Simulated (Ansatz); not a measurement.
A single point on O$_{2}$− (`[O][O-]`) radical.

```yaml
crystal:
  periodic: [false, false, false]
  atoms:
    - {symbol: O, position_ang: [-0.000000, 0.000000, 0.009925]}
    - {symbol: O, position_ang: [0.000000, -0.000000, 1.331555]}
basis:
  gaussian: {orbitals: def2-TZVPPD}
total_charge: -1
magnetization: {spin_polarized: true, initial_magnetization: 1}
hamiltonian: {xc: pbe}
correlation: {method: rpa}
```

```sh
$ ansatz run in.yaml --threads 2 --pin off --events-out ev --progress --plain --max-ram 32768MiB --backend cpu
```

It prints (some lines left out):

```
Functional definition: PBE
501 factors; integrals over basis functions are off by at most 7.3e-4 eV
mean field evaluation 1: about -4057.3501 eV, gradient 6.7e1 eV
mean field evaluation 2: about -4056.7004 eV, gradient 6.7e1 eV
mean field evaluation 4: about -4084.4089 eV, gradient 3.3e1 eV
mean field evaluation 8: about -4088.8995 eV, gradient 4.3e-1 eV
mean field evaluation 16: about -4088.9004 eV, gradient 3.4e-5 eV
mean field -4088.90044651 eV, -150.2643198529 hartree, gradient 3.0e-6 eV, S^2 0.753631; 13 other end points of the search recorded, 0 dependent functions left out
2 core orbitals not correlated: weight in the atoms' cores, before any rotation towards them, 1.000 or more for the frozen orbitals, at most 0.000 for the correlated occupied ones
reference -4071.44253233 eV, -149.6227533402 hartree; 7, 6 occupied and 71, 72 virtual orbitals, 501 factors
Total energy: -4091.12382657 eV, -150.3460275633 hartree
```

It took 6.5 s on 2 threads of an AMD EPYC 7R13 on a shared host, with 0.16 GiB of host memory at the peak.
